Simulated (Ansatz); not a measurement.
Reaction: SiH4S2 (SMILES S[SiH2]S) → SiH3S (SMILES [SiH2]S, doublet) + HS (SMILES [SH], doublet) (the S-Si bond breaks)
Each species at its own B3LYP-D3(BJ)/def2-TZVP minimum (Ansatz, a first-principles code), one conformer.

Property: bond dissociation energy (electronic), in kcal/mol. Open shells are spin-unrestricted; no spin-orbit coupling. CBS(X,Y): correlation extrapolated as X^-3, Hartree-Fock from the larger set. A bracket is a step between two methods taken in the basis named. Functionals run without relativity, which enters their misses. '+ core + X2C': CCSD(T) terms for core correlation (cc-pwCVTZ, 1s frozen past Ne) and scalar relativity (cc-pVTZ-DK).

CCSD(T)/CBS(cc-pV(T+d)Z,cc-pV(Q+d)Z) + [CCSDT(Q) - CCSD(T)]/cc-pV(D+d)Z + core + X2C (Ansatz) gives 92.6 kcal/mol.

Problem. How far off this value is PBE/def2-TZVPD (Ansatz), in which direction, and which of these levels come nearer: B3LYP/def2-TZVPD, PBE0/def2-TZVPD, CCSD(T)/CBS(cc-pV(T+d)Z,cc-pV(Q+d)Z) + core + X2C?

Solution. PBE gives 87.5 kcal/mol, 5.1 kcal/mol below it. Differences of the others: B3LYP/def2-TZVPD (Ansatz) -9.1; PBE0/def2-TZVPD (Ansatz) -4.8; CCSD(T)/CBS(cc-pV(T+d)Z,cc-pV(Q+d)Z) + core + X2C (Ansatz) 0.0 kcal/mol. Nearer than PBE: PBE0/def2-TZVPD, CCSD(T)/CBS(cc-pV(T+d)Z,cc-pV(Q+d)Z) + core + X2C.
